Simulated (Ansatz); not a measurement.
# AlBH₂ (triplet): the correlation ladder at angle Al2–B1–H3 = 161.5°, cc-pVDZ

How much of the correlation energy of AlBH₂ (triplet) does each wave-function method recover here?

Method: cc-pVDZ, core rule «outside noble gas», up to 6 orbitals frozen; program: Ansatz 0.2.0, Gaussian basis.

Plan: UHF; CCSD(T) on ROHF; CCSD(T) on UHF; BCCD(T) on ROHF; CISD; CCSDT(Q) on ROHF; CCSDT(Q) on UHF; CASSCF and MRCISD+Q, 4 electrons in 4 orbitals; CASSCF and NEVPT2, 4 electrons in 4 orbitals; CASSCF and MRCISD+Q, 8 electrons in 10 orbitals; CASSCF and NEVPT2, 8 electrons in 10 orbitals.

11 further runs of the same task are left out: 6 that didn't finish, 5 set aside as unsound or not needed.

## (1) What is computed

The geometry derives from a PBE0/def2-TZVP stationary point (not a proven minimum). One angle is set to the value named; bond lengths are kept.

4 atoms, charge 0, spin multiplicity 3.

Atoms are counted from 1 here; the program's logs count them from 0.

Bond lengths: B1–Al2 1.909 Å, B1–H3 1.183 Å, Al2–H4 1.571 Å. Angles: Al2–B1–H3 161.5°, B1–Al2–H4 180.0°.

## (2) UHF

Input file in.yaml:

```yaml
crystal:
  periodic: [false, false, false]
  atoms:
    - {symbol: B, position_ang: [-0.264080, 0.000000, 1.037658]}
    - {symbol: Al, position_ang: [0.042748, 0.000000, -0.846334]}
    - {symbol: H, position_ang: [-0.073907, 0.000000, 2.205361]}
    - {symbol: H, position_ang: [0.295239, 0.000000, -2.396686]}
basis:
  gaussian: {orbitals: cc-pVDZ}
magnetization: {spin_polarized: true, initial_magnetization: 2}
hamiltonian: {xc: hf}
output: {orbitals: {seedname: orbitals}}
```

Started as:

```bash
> ansatz run in.yaml --threads 1 --pin off --events-out ev --progress --plain --max-ram 2393MiB
```

After this run come: CCSD(T) on ROHF; CCSD(T) on UHF; BCCD(T) on ROHF; CISD; CCSDT(Q) on ROHF; CCSDT(Q) on UHF; CASSCF and MRCISD+Q, 4 electrons in 4 orbitals; CASSCF and NEVPT2, 4 electrons in 4 orbitals; CASSCF and MRCISD+Q, 8 electrons in 10 orbitals; CASSCF and NEVPT2, 8 electrons in 10 orbitals.

**Question.** What will the summary of the whole plan be? Wanted: UCCSDT(Q) below the RHF energy; RMP2 from UCCSDT(Q); UMP2 from UCCSDT(Q); RCCSD from UCCSDT(Q); RCCSD(T) from UCCSDT(Q); UCCSD(T) from UCCSDT(Q); RCCSDT(Q) from UCCSDT(Q); NEVPT2 pair from UCCSDT(Q); MRCISD+Q pair from UCCSDT(Q).

As calculated:

| quantity | value |
| --- | --- |
| UCCSDT(Q) below the RHF energy | -4.3058 eV |
| RMP2 from UCCSDT(Q) | +22.89 kcal/mol |
| UMP2 from UCCSDT(Q) | +23.10 kcal/mol |
| RCCSD from UCCSDT(Q) | +4.06 kcal/mol |
| RCCSD(T) from UCCSDT(Q) | +1.02 kcal/mol |
| UCCSD(T) from UCCSDT(Q) | +1.02 kcal/mol |
| RCCSDT(Q) from UCCSDT(Q) | +0.01 kcal/mol |
| NEVPT2 pair from UCCSDT(Q) | +24.18 kcal/mol |
| MRCISD+Q pair from UCCSDT(Q) | +0.77 kcal/mol |
| NEVPT2 valence from UCCSDT(Q) | +15.58 kcal/mol |
| levels within 1 kcal/mol (43 meV) | RCCSDT, UCCSDT, RCCSDT(Q), MRCISD+Q pair, MRCISD+Q valence |
| T1 diagnostic | 0.021 |
| effectively unpaired electrons | 2.03 |

**Reading.** RCCSD(T) misses by +1.02 kcal/mol, 1.0 % of the correlation energy. One determinant dominates. Of the multireference levels listed MRCISD+Q valence comes nearest in total energy (+0.02 kcal/mol), which doesn't show that its space is the better one. These misses are within one basis, not against nature; the frozen cores of restricted and unrestricted runs differ, which can shift their rows.
